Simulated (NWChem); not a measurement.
System: C5H5N, triplet; SMILES of the neutral closed-shell parent c1ccncc1

NWChem input:

```
start job
memory heap 200 mb stack 900 mb global 1100 mb
geometry units angstroms noautoz
  C      0.000000     0.000000     1.377451
  C      1.222247     0.000000     0.649745
  C      1.234034     0.000000    -0.727440
  N      0.000000     0.000000    -1.327477
  C     -1.234034     0.000000    -0.727440
  C     -1.222247     0.000000     0.649745
  H      0.000000     0.000000     2.460376
  H      2.182987     0.000000     1.158274
  H      2.117824     0.000000    -1.352077
  H     -2.117824     0.000000    -1.352077
  H     -2.182987     0.000000     1.158274
end
basis spherical
  * library 6-31g*
end
dft
  odft
  mult 3
  xc xwpbe 0.80 cpbe96 1.0 hfexch 1.00
  cam 0.2 cam_alpha 0.2 cam_beta 0.8
  iterations 150
  mulliken
end
task dft energy
```

Output (shortened):

```
             Northwest Computational Chemistry Package (NWChem) 7.3.0
             --------------------------------------------------------

 C2V symmetry detected

                             Geometry "geometry" -> ""
                             -------------------------

 Output coordinates in angstroms (scale by  1.889725989 to convert to a.u.)

  No.       Tag          Charge          X              Y              Z
 ---- ---------------- ---------- -------------- -------------- --------------
    1 C                    6.0000     0.00000000     0.00000000     1.37476536
    2 C                    6.0000     1.22224700     0.00000000     0.64705936
    3 C                    6.0000     1.23403400     0.00000000    -0.73012564
    4 N                    7.0000     0.00000000     0.00000000    -1.33016264
    5 C                    6.0000    -1.23403400     0.00000000    -0.73012564
    6 C                    6.0000    -1.22224700     0.00000000     0.64705936
    7 H                    1.0000     0.00000000     0.00000000     2.45769036
    8 H                    1.0000     2.18298700     0.00000000     1.15558836
    9 H                    1.0000     2.11782400     0.00000000    -1.35476264
   10 H                    1.0000    -2.11782400     0.00000000    -1.35476264
   11 H                    1.0000    -2.18298700     0.00000000     1.15558836

 Effective nuclear repulsion energy (a.u.)     204.1013238271

      Symmetry information
      --------------------

 Group name             C2v
 Group number             16
 Group order               4
 No. of unique centers     7

  pbe96 is a nonlocal functional; adding pw91lda local functional.

                                 NWChem DFT Module
                                 -----------------

 Summary of "ao basis" -> "ao basis" (spherical)
 ------------------------------------------------------------------------------
       Tag                 Description            Shells   Functions and Types
 ---------------- ------------------------------  ------  ---------------------
 C                           6-31g*                  6       14   3s2p1d
 N                           6-31g*                  6       14   3s2p1d
 H                           6-31g*                  2        2   2s

      Symmetry analysis of basis
      --------------------------

        a1         40
        a2         10
        b1         30
        b2         14

            General Information
            -------------------
          SCF calculation type: DFT
          Wavefunction type:  spin polarized.
          No. of atoms     :    11
          No. of electrons :    42
           Alpha electrons :    22
            Beta electrons :    20
          Charge           :     0
          Spin multiplicity:     3
          Use of symmetry is: on ; symmetry adaption is: on
          Maximum number of iterations: 150
          AO basis - number of functions:    94
                     number of shells:    46
          Convergence on energy requested:  1.00D-06
          Convergence on density requested:  1.00D-05
          Convergence on gradient requested:  5.00D-04

              XC Information
              --------------
                     Hartree-Fock (Exact) Exchange  1.000
                     LC-wPBE(h)Exchange Functional  0.800
            Perdew 1991 LDA Correlation Functional  1.000 local
           PerdewBurkeErnz. Correlation Functional  1.000 non-local

           Range-Separation Parameters
           ---------------------------
           Alpha           :  0.20
           Beta            :  0.80
           Gamma           :  0.20
           Short-Range HF  :     F

             Grid Information
             ----------------
          Grid used for XC integration:  medium
          Radial quadrature: Mura-Knowles
          Angular quadrature: Lebedev.
          Tag              B.-S. Rad. Rad. Pts. Rad. Cut. Ang. Pts.
          ---              ---------- --------- --------- ---------
          C                   0.70       49          10.0       434
          N                   0.65       49          10.0       434
          H                   0.35       45          12.0       434
          Grid pruning is: on
          Number of quadrature shells:   331
          Spatial weights used:  Erf1

      Superposition of Atomic Density Guess
      -------------------------------------

 Sum of atomic energies:        -245.08617168

      Non-variational initial energy
      ------------------------------

 Total energy =    -248.860959
 1-e energy   =    -733.710328
 2-e energy   =     280.748045
 HOMO         =      -0.267590
 LUMO         =      -0.026516

   Symmetry analysis of molecular orbitals - initial alpha
   -------------------------------------------------------

  Numbering of irreducible representations:

     1 a1          2 a2          3 b1          4 b2

  Orbital symmetries:

     1 a1          2 a1          3 b1          4 a1          5 b1
     6 a1          7 a1          8 a1          9 b1         10 a1
    11 b1         12 a1         13 a1         14 b1         15 b1
    16 b2         17 a1         18 b1         19 b2         20 a2
    21 a1         22 b2         23 a2         24 a1         25 b2
    26 a1         27 b1         28 a1         29 b1         30 a1
    31 b1         32 a1

   Symmetry analysis of molecular orbitals - initial beta
   ------------------------------------------------------

  Numbering of irreducible representations:

     1 a1          2 a2          3 b1          4 b2

  Orbital symmetries:

     1 a1          2 a1          3 b1          4 a1          5 b1
     6 a1          7 a1          8 a1          9 b1         10 a1
    11 b1         12 a1         13 a1         14 b1         15 b1
    16 b2         17 a1         18 b1         19 b2         20 a2
    21 a1         22 b2         23 a2         24 a1         25 b2
    26 a1         27 b1         28 a1         29 b1         30 a1
    31 b1         32 a1

     ---------------------------------------------
      Total Density - Mulliken Population Analysis
     ---------------------------------------------

    Atom       Charge   Shell Charges
 -----------   ------   -------------------------------------------------------
    1 C    6     6.41   2.00  0.74  2.02  0.52  1.10  0.03
    2 C    6     6.28   2.00  0.74  1.91  0.56  1.04  0.04
    3 C    6     5.91   2.00  0.73  1.81  0.47  0.86  0.05
    4 N    7     7.40   2.00  0.82  2.27  0.85  1.42  0.03
    5 C    6     5.91   2.00  0.73  1.81  0.47  0.86  0.05
    6 C    6     6.28   2.00  0.74  1.91  0.56  1.04  0.04
    7 H    1     0.77   0.46  0.31
    8 H    1     0.77   0.46  0.31
    9 H    1     0.76   0.46  0.30
   10 H    1     0.76   0.46  0.30
   11 H    1     0.77   0.46  0.31

     --------------------------------------------
      Spin Density - Mulliken Population Analysis
     --------------------------------------------

    Atom       Charge   Shell Charges
 -----------   ------   -------------------------------------------------------
    1 C    6     0.36   0.00  0.00  0.20  0.00  0.16  0.00
    2 C    6     0.14   0.00  0.00  0.09 -0.00  0.04  0.01
    3 C    6     0.21   0.00  0.00  0.13  0.00  0.07  0.01
    4 N    7     0.82   0.00  0.01  0.49  0.03  0.28  0.00
    5 C    6     0.21   0.00  0.00  0.13  0.00  0.07  0.01
    6 C    6     0.14   0.00  0.00  0.09 -0.00  0.04  0.01
    7 H    1     0.01   0.01  0.01
    8 H    1     0.03   0.01  0.02
    9 H    1     0.02   0.01  0.01
   10 H    1     0.02   0.01  0.01
   11 H    1     0.03   0.01  0.02

   convergence    iter        energy       DeltaE   RMS-Dens  Diis-err
 ---------------- ----- ----------------- --------- --------- ---------
 d= 0,ls=0.0,diis     1   -247.7998494679 -4.52D+02  3.84D-03  1.27D-01
                                                     3.38D-03  1.18D-01
 d= 0,ls=0.0,diis     2   -247.8606288490 -6.08D-02  1.94D-03  3.01D-02
                                                     1.85D-03  2.91D-02
 d= 0,ls=0.0,diis     3   -247.8719297798 -1.13D-02  1.25D-03  1.34D-02
                                                     8.12D-04  1.10D-02
 d= 0,ls=0.0,diis     4   -247.8795744194 -7.64D-03  1.75D-04  3.62D-04
                                                     3.82D-04  1.20D-03
 d= 0,ls=0.0,diis     5   -247.8804557044 -8.81D-04  3.22D-04  4.56D-04
                                                     2.39D-04  1.86D-04
  Resetting Diis
 d= 0,ls=0.0,diis     6   -247.8809080845 -4.52D-04  1.40D-04  2.37D-05
                                                     1.46D-04  4.36D-05
 d= 0,ls=0.0,diis     7   -247.8810144497 -1.06D-04  5.13D-05  8.24D-06
                                                     5.73D-05  1.20D-05
 d= 0,ls=0.0,diis     8   -247.8810399460 -2.55D-05  3.61D-05  6.58D-06
                                                     2.76D-05  4.67D-06
 d= 0,ls=0.0,diis     9   -247.8810515963 -1.17D-05  8.76D-05  2.15D-06
                                                     9.53D-05  3.97D-06
 d= 0,ls=0.0,diis    10   -247.8810704132 -1.88D-05  2.37D-05  9.55D-07
                                                     1.74D-05  4.38D-07
 d= 0,ls=0.0,diis    11   -247.8810716428 -1.23D-06  5.29D-06  4.61D-08
                                                     6.33D-06  4.98D-08
 d= 0,ls=0.0,diis    12   -247.8810717471 -1.04D-07  1.55D-06  1.53D-08
                                                     1.90D-06  2.40D-08

         Total DFT energy =     -247.881071747133
      One electron energy =     -737.729867983039
           Coulomb energy =      321.352715878138
    Exchange-Corr. energy =      -35.605243469314
 Nuclear repulsion energy =      204.101323827082

 Numeric. integr. density =       42.000005416293

                  Occupations of the irreducible representations
                  ----------------------------------------------

[...]
```

Level: LRC-wPBEh/6-31G* (spherical d), spin-unrestricted. In the optimisation the excess spin sits in a1 and b2 (C2v, its own frame). Geometry: optimised at B3LYP/6-31G* (spherical d), spin-unrestricted. Not confirmed as a minimum by frequencies. This spin state was assumed; another may lie lower. No stability test was run on the SCF state.
